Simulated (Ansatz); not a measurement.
HN2 (SMILES N#[NH+]), charge 1, multiplicity 1, relaxed at each level with Ansatz (a first-principles code); harmonic frequencies from differences of analytic forces, average atomic masses, frozen cores.

```json
[
 {"level": "HF/def2-TZVPP", "harmonic frequencies (cm⁻¹)": "824 824 2657 3596", "ZPE (eV)": "0.490", "cost over HF/def2-TZVPP (rough)": "×1"},
 {"level": "B3LYP/def2-TZVPP", "harmonic frequencies (cm⁻¹)": "722 722 2386 3381", "ZPE (eV)": "0.447", "cost over HF/def2-TZVPP (rough)": "×2"},
 {"level": "PBE0/def2-TZVPP", "harmonic frequencies (cm⁻¹)": "736 736 2418 3418", "ZPE (eV)": "0.453", "cost over HF/def2-TZVPP (rough)": "×1"},
 {"level": "wB97X-V/def2-TZVPP", "harmonic frequencies (cm⁻¹)": "737 737 2426 3412", "ZPE (eV)": "0.453", "cost over HF/def2-TZVPP (rough)": "×3"},
 {"level": "CCSD(T)/cc-pVDZ", "harmonic frequencies (cm⁻¹)": "698 698 2272 3397", "ZPE (eV)": "0.438", "cost over HF/def2-TZVPP (rough)": "×0.9"},
 {"level": "CCSD(T)/cc-pVTZ", "harmonic frequencies (cm⁻¹)": "702 702 2280 3409", "ZPE (eV)": "0.440", "cost over HF/def2-TZVPP (rough)": "×10"}
]
```
